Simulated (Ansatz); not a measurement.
# SiH2O+ (quartet): wave-function methods side by side, cc-pVDZ

The task here is to estimate one member of a computed series from the others.

Program: Ansatz 0.2.0, Gaussian basis. Level of theory: cc-pVDZ, core rule «outside noble gas», up to 6 orbitals frozen. These are calculated values, not measurements.

Plan: UHF; CCSD(T) on ROHF; CCSD(T) on UHF; BCCD(T) on ROHF; CISD; CCSDT(Q) on ROHF; CCSDT(Q) on UHF; CASSCF and MRCISD+Q, 11 electrons in 10 orbitals; CASSCF and NEVPT2, 11 electrons in 10 orbitals.

30 further runs of the same task are left out: 6 for a known fault of the program, 8 that didn't finish, 16 set aside as unsound or not needed.

### The geometry

The geometry is a PBE0/def2-TZVP stationary point (not a proven minimum) of the parent state, kept for this charge and spin.

4 atoms, charge 1, spin multiplicity 4.

Atoms are counted from 1 here; the program's logs count them from 0.

Bond lengths: Si1–O2 1.676 Å, Si1–H3 1.466 Å, Si1–H4 1.466 Å. Angles: O2–Si1–H3 114.7°, O2–Si1–H4 114.7°, H3–Si1–H4 130.6°.

Geometry (Å):

```xyz
4

Si    0.0000    0.0000    0.5550
O     0.0000    0.0000   -1.1214
H     0.0000    1.3319    1.1682
H     0.0000   -1.3319    1.1682
```

The first run:

in.yaml

```yaml
crystal:
  periodic: [false, false, false]
  atoms:
    - {symbol: Si, position_ang: [0.000000, 0.000000, 0.554993]}
    - {symbol: O, position_ang: [0.000000, 0.000000, -1.121434]}
    - {symbol: H, position_ang: [0.000000, 1.331946, 1.168229]}
    - {symbol: H, position_ang: [0.000000, -1.331946, 1.168229]}
basis:
  gaussian: {orbitals: cc-pVDZ}
total_charge: 1
magnetization: {spin_polarized: true, initial_magnetization: 3}
hamiltonian: {xc: hf}
output: {orbitals: {seedname: orbitals}}
```

Command:

```console
> ansatz run in.yaml --threads 1 --pin off --events-out ev --progress --plain --max-ram 2393MiB
```

Among the steps run: UHF; CCSD(T) on ROHF; CCSD(T) on UHF; BCCD(T) on ROHF; CISD; CCSDT(Q) on ROHF; CCSDT(Q) on UHF; CASSCF and MRCISD+Q, 11 electrons in 10 orbitals; CASSCF and NEVPT2, 11 electrons in 10 orbitals.

One table of the session follows, with a row left open; its other results are not shown here.

```
          method  from UCCSDT(Q) (kJ/mol)
            ROHF                   +628.9
             UHF                   +601.0
            RMP2                        ?
            UMP2                   +133.2
            CISD                    +62.2
           RCCSD                    +20.3
           UCCSD                    +20.4
        RCCSD(T)                     +5.8
        UCCSD(T)                     +6.2
         BCCD(T)                     +5.4
          RCCSDT                     +1.2
          UCCSDT                     +1.1
       RCCSDT(Q)                     +0.2
       UCCSDT(Q)                        0
  CASSCF valence                   +465.7
  NEVPT2 valence                   +102.2
  MRCISD valence                    +32.7
MRCISD+Q valence                     +6.9
```

**Question.** Estimate the row for RMP2.

As computed: from UCCSDT(Q) (kJ/mol): +131.8. In the column «from UCCSDT(Q) (kJ/mol)» it lies between NEVPT2 valence (+102.2) and UMP2 (+133.2).

To keep in mind: Restricted and unrestricted rows rest on different reference determinants; where their highest levels disagree by more than a few hundredths of an eV, they describe different states and don't form one ladder.
